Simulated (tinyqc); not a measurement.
Inside a calculation. Method: ROHF in the sto-3g basis, for LiH+, spin multiplicity 2. One step of it, computed by the program tinyqc.

Task: Iteration 1: Roothaan effective Fock matrix. With projectors Pc = D(beta) S, Po = (D(alpha) - D(beta)) S, Pv = 1 - D(alpha) S, the block xy is Px^T F Py; with Fc = (F(alpha) + F(beta))/2, the blocks are Fc for cc, oo, vv and cv, F(beta) for co and F(alpha) for ov.

F(alpha) (hartree), lower triangle:
```
            1Li 1s     1Li 2s    1Li 2px    1Li 2py    1Li 2pz      2H 1s
1Li 1s   -2.553229
1Li 2s   -0.679274  -0.440365
1Li 2px   0.000000   0.000000  -0.033817
1Li 2py   0.000000   0.000000   0.000000  -0.033817
1Li 2pz  -0.002304  -0.154477   0.000000   0.000000  -0.169644
2H 1s    -0.012720  -0.167021   0.000000   0.000000  -0.205723  -0.464986
```

F(beta) (hartree), lower triangle:
```
            1Li 1s     1Li 2s   1Li 2px   1Li 2py    1Li 2pz      2H 1s
1Li 1s   -2.542122
1Li 2s   -0.670389  -0.264810
1Li 2px   0.000000   0.000000  0.005585
1Li 2py   0.000000   0.000000  0.000000  0.005585
1Li 2pz   0.005625   0.002123  0.000000  0.000000  -0.017307
2H 1s    -0.009527  -0.080172  0.000000  0.000000  -0.116563  -0.351780
```

D(alpha) at the start, lower triangle:
```
            1Li 1s    1Li 2s   1Li 2px   1Li 2py   1Li 2pz     2H 1s
1Li 1s    1.038624
1Li 2s   -0.149012  0.566212
1Li 2px   0.000000  0.000000  0.000000
1Li 2py   0.000000  0.000000  0.000000  0.000000
1Li 2pz  -0.093296  0.425424  0.000000  0.000000  0.319991
2H 1s    -0.032644  0.161589  0.000000  0.000000  0.121594  0.046213
```

D(beta) at the start, lower triangle:
```
            1Li 1s     1Li 2s   1Li 2px   1Li 2py   1Li 2pz     2H 1s
1Li 1s    1.011165
1Li 2s   -0.024386   0.000588
1Li 2px   0.000000   0.000000  0.000000
1Li 2py   0.000000   0.000000  0.000000  0.000000
1Li 2pz   0.000442  -0.000011  0.000000  0.000000  0.000000
2H 1s     0.002975  -0.000072  0.000000  0.000000  0.000001  0.000009
```

overlap S, lower triangle:
```
           1Li 1s    1Li 2s   1Li 2px   1Li 2py   1Li 2pz     2H 1s
1Li 1s   1.000000
1Li 2s   0.241137  1.000000
1Li 2px  0.000000  0.000000  1.000000
1Li 2py  0.000000  0.000000  0.000000  1.000000
1Li 2pz  0.000000  0.000000  0.000000  0.000000  1.000000
2H 1s    0.003204  0.144820  0.000000  0.000000  0.223000  1.000000
```

Give: effective F.

Result:

effective F (hartree), lower triangle:
```
         1Li 1s  1Li 2s  1Li 2px  1Li 2py  1Li 2pz   2H 1s
1Li 1s   -2.548
1Li 2s   -0.673  -0.344
1Li 2px   0.000   0.000   -0.014
1Li 2py   0.000   0.000    0.000   -0.014
1Li 2pz   0.003  -0.079    0.000    0.000   -0.104
2H 1s    -0.010  -0.117    0.000    0.000   -0.162  -0.404
```
